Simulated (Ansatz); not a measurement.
Two isomers of C4H8O: A = `CC1(C)CO1`, B = `C=CCCO`.

Gas-phase electronic energies from Ansatz, PBE0-D4/def2-TZVP geometries. CCSD(T)/CBS adds triple-zeta CCSD(T) − MP2 to the extrapolated MP2 energy (def2 sets, frozen cores). DFT in def2-TZVPP. B3LYP here is the variant with VWN-RPA as its local correlation; programs differ in this. One conformer a species, not always the lowest.

Q: Which is lower in electronic energy at CCSD(T)/CBS, and by how much? (Best estimate.)

A: Ansatz gave: B, by 17.3 kJ/mol.

Q: Give E(B) − E(A) in kJ/mol with CCSD(T)/def2-TZVPP, PBE0-D4, ωB97M-V, B3LYP-D4, B3LYP, r2SCAN-D4, HF/def2-TZVPP. (Best estimate.)

A: Computed: CCSD(T)/def2-TZVPP -14.8, PBE0-D4 -1.7, ωB97M-V -9.9, B3LYP-D4 -18.2, B3LYP -17.3, r2SCAN-D4 -2.3, HF/def2-TZVPP -25.1. None reverses the order clearly.

Largest T1 diagnostic: 0.010.

In def2-TZVPP, CCSD(T) changes the Hartree–Fock value by +10.3 kJ/mol (the triples alone add +0.8 kJ/mol) and MP2 by +19.2 kJ/mol.
